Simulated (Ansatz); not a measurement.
The input, for Ansatz 0.2.0:

```yaml
crystal:
  periodic: [false, false, false]
  atoms:
    - {symbol: C, position_ang: [0.000000, 0.000000, 0.000000]}
    - {symbol: S, position_ang: [0.000000, 0.000000, 2.012000]}
basis:
  gaussian: {orbitals: 6-31G}
total_charge: 1
magnetization: {spin_polarized: true, initial_magnetization: 3}
correlation: {method: ccsdt_q_b, electrons: valence}
output: {forces: true}
```

```sh
$ ansatz run in.yaml --threads 1 --pin off --events-out ev --progress --plain --max-ram 2393MiB
```

The program prints:

```
451 factors; integrals over basis functions are off by at most 6.4e-8 eV
mean field evaluation 1: about -11829.9645 eV, gradient 8.6e0 eV
mean field evaluation 2: about -11830.0468 eV, gradient 8.8e0 eV
mean field evaluation 4: about -11830.9628 eV, gradient 2.1e0 eV
mean field evaluation 8: about -11831.1345 eV, gradient 2.3e-1 eV
mean field evaluation 16: about -11831.1372 eV, gradient 3.5e-6 eV
mean field evaluation 32: about -11831.3943 eV, gradient 2.9e-6 eV
mean field evaluation 64: about -11831.1441 eV, gradient 1.2e-1 eV
mean field evaluation 96: about -11822.4414 eV, gradient 2.6e1 eV
mean field evaluation 128: about -11831.7130 eV, gradient 1.8e-6 eV
mean field evaluation 160: about -11830.0061 eV, gradient 9.1e0 eV
...
cycle  45  -3.30120633 eV  change   -2.0e-8 eV  update   5.4e-8
cycle  46  -3.30120637 eV  change   -4.5e-8 eV  update   6.0e-8
cycle   1  -3.30120642 eV  update   1.3e-7
cycle   2  -3.30120645 eV  change   -3.7e-8 eV  update   7.7e-8
cycle   3  -3.30120645 eV  change  -1.9e-10 eV  update   6.0e-8
cycle   4  -3.30120650 eV  change   -4.8e-8 eV  update   5.2e-8
cycle   5  -3.30120660 eV  change   -1.0e-7 eV  update   4.5e-8
cycle   6  -3.30120674 eV  change   -1.4e-7 eV  update   3.6e-8
cycle   7  -3.30120682 eV  change   -7.8e-8 eV  update   2.8e-8
cycle   8  -3.30120688 eV  change   -6.2e-8 eV  update   2.1e-8
perturbative correction -0.06294931 eV, -0.0023133445 hartree
WARN: these amplitudes may be one of several solutions (largest doubles amplitude 0.88, level shift 0.00 eV)
the calculation of the forces begins
Total energy: -11834.75849105 eV, -434.9193526585 hartree
Atom 0 at     0.000000     0.000000     0.000000 Å, force     0.000000     0.000000     2.243176 eV/Å
Atom 1 at     0.000000     0.000000     2.012000 Å, force    -0.000000     0.000000    -2.243176 eV/Å
Dipole moment:    -0.000000    -0.000000    -0.119430 e Å
```

Forces (eV/Å):
```
C    0.000  0.000  2.243
S    0.000  0.000 -2.243
```

Ran on 1 thread of Arm Neoverse V2, shared host: 17 s wall, 0.17 GiB peak host memory.
